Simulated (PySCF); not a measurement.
Calculation: PBE-D3(BJ)/def2-TZVP // B3LYP-D3(BJ)/def2-TZVP (PySCF). Isolated molecules, 0 K electronic values unless said otherwise. 

Reference species (SMILES): `C#N` (neutral, multiplicity 1).

* **dipole moment**: 2.93 D
* **S1 oscillator strength**: 0.000

Changed species: `N#CC=O` (X = formyl; the reference has X = H).

**Question.** Give the shifts of the dipole moment and S1 oscillator strength.

**Answer.** the dipole moment falls by 0.63 D, to 2.30 D; the S1 oscillator strength is nearly the same.
